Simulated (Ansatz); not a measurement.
**Exact exchange and the HOMO–LUMO gap of CH3NO (Nitrosomethane)**

The species is CH3NO (6 atoms), meant as a singlet with charge 0. SMILES: `CN=O`. The coordinates come from a PBE0-D4/def2-TZVP relaxation.

The HOMO–LUMO gap y, in eV, basis def2-TZVP; a is the functional's share of exact exchange. Programs: Ansatz 0.2.0.

| functional | program | a | y (eV) |
| --- | --- | --- | --- |
| r2SCAN | Ansatz | 0 | 1.93 |
| PBE | Ansatz | 0 | 1.45 |
| B3LYP | Ansatz | 0.2 | ? |
| PBE0 | Ansatz | 0.25 | 4.47 |
| BHLYP | Ansatz | 0.5 | 7.61 |

Fit y = c + s·a to the known rows and predict B3LYP.


1. Means of the 4 rows: a = 0.1875, y = 3.865.
2. Σ(Δa)² = 0.17188, Σ(Δa·Δy) = 2.0238, so the slope is 2.0238/0.17188 = 11.774.
3. Intercept: 3.865 − (11.774) × 0.1875 = 1.657. The largest residual of the fit is 0.27.
4. B3LYP: 1.657 + (11.774) × 0.2 = 4.01 eV.

The run gave 3.92 eV, so the prediction is off by +0.09 eV, within the scatter of the fit. Exact exchange lowers occupied levels and raises empty ones. The rows mix families of semi-local functionals, which the line can't see.
